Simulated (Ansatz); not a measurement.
A nudged elastic band was laid between two geometries of BFH₃N (6 atoms, charge 0, multiplicity 1).

All numbers below come from RKS B3LYP-D4/def2-SVP in Ansatz.

```yaml
movable_images: 8
climbing_image: no
spring: 5.0 eV/Å²
optimiser: quadratic models (default)
start_path: through a guess of the saddle point
force_threshold: 0.05 eV/Å
iteration_limit: 60
end_points: relaxed
```

Image 0:

```xyz
6
Properties=species:S:1:pos:R:3
B 0.109 -0.022 0.107
H 0.150 -0.463 1.231
F 1.233 0.454 -0.446
N -1.079 0.004 -0.621
H -1.955 -0.342 -0.251
H -1.137 0.370 -1.566
```

Image 9:

```xyz
6
Properties=species:S:1:pos:R:3
B -0.585 -0.242 0.266
H 1.237 -0.002 0.690
F 2.068 0.324 0.347
N -1.546 -0.073 -0.690
H -2.519 -0.346 -0.560
H -1.334 0.338 -1.599
```

(1) Which bonds break or form, and what moves?

(2) Give the energies along the band, and the barrier.

(3) What is the geometry of the highest image?

The band took 24 iterations and of the order of 4 core-minutes.

## Answers

(1) Bonds broken: B1–H2, B1–F3. Bonds formed: H2–F3. BFH3N becomes BH2N + FH.

(2) The run converged. The highest image is number 5 of 0 to 9, 4.71 eV above the first end and 0.15 eV above the last; the last end lies 4.56 eV above the first. Neighbouring images differ by up to 1.8 eV, so the band resolves the path poorly. No image climbed, so the highest image needn't sit at the top of the path. The orbitals stay closed-shell, which can raise the energy where a bond breaks towards radicals; this wasn't checked here.

```
image  path coordinate (Å)  energy (eV)  B1–H2 (Å)  B1–F3 (Å)  H2–F3 (Å)
    0                 0.00         0.00       1.21       1.34       2.20
    1                 0.32         0.13       1.20       1.34       2.12
    2                 0.64         0.74       1.19       1.37       1.89
    3                 0.96         2.34       1.18       1.51       1.60
    4                 1.28         4.13       1.25       1.76       1.35
    5                 1.60         4.71       1.44       2.00       1.09
    6                 1.91         4.60       1.71       2.31       0.98
    7                 2.23         4.57       1.83       2.53       0.96
    8                 2.55         4.56       1.85       2.63       0.96
    9                 2.87         4.56       1.89       2.71       0.96
```

(3) 
```xyz
6
Properties=species:S:1:pos:R:3
B -0.459 -0.316 0.444
H 0.922 -0.094 0.798
F 1.334 0.408 -0.078
N -1.274 -0.065 -0.623
H -2.253 -0.335 -0.620
H -0.948 0.402 -1.467
```

The run took 3.9 min on 1 thread of Arm Neoverse V1, on a shared host, peak memory 0.1 GiB.
